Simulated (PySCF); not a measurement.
## State search for MgF⁺

Unrestricted PBE0; PySCF, no relativity, basis sets Mg pcseg-2, F pcseg-2. Outer shells of the fragments: Mg+ 3s1; F 2s2 2p5.

Followed along the bond (rough minima from three points):

| 2Ms+1 | unpaired | ⟨S²⟩ at the start | R at minimum (Å) | Te (eV) |
| --- | --- | --- | --- | --- |
| 1 | none | 0.00 | 1.71 | 0.00 |
| 3 | σ ↑, π ↑ | 2.00 | none in the scan | ≤ 3.90 |

Solutions found at the starting distance of 2.070 Å, counted from the lowest of them; the search is not exhaustive and high or unbound solutions are not listed, so other states can lie among these:

```
2Ms+1  unpaired   term  E (eV)  ⟨S²⟩  ⟨Lz²⟩   μ (D)
    1      none    ¹Σ⁺    0.00  0.00   0.00  -10.81
    3  σ ↑, π ↑     ³Π    3.02  2.00   1.00   -2.44
    1  σ ↑, π ↓  mixed    3.05  1.00   1.00   -2.37
    3      σ ↑↑    ³Σ⁺    3.65  2.00   0.00   -2.61
    3      π ↑↑  mixed    6.62  2.00   2.00   -3.41
    3      π ↑↑  mixed    6.70  2.00   2.00   -3.35
    3  σ ↑, π ↑     ³Π    7.40  2.00   1.00   -3.50
```

A term symbol is given only where ⟨S²⟩ and ⟨Lz²⟩ are close to those of a pure state; real π, δ and φ orbitals otherwise mix terms. A positive dipole points towards F; it is taken about the centre of mass and depends on that origin.

Counting both spins, an empty level lies below a filled one in some of these solutions, because spin and occupation are held.
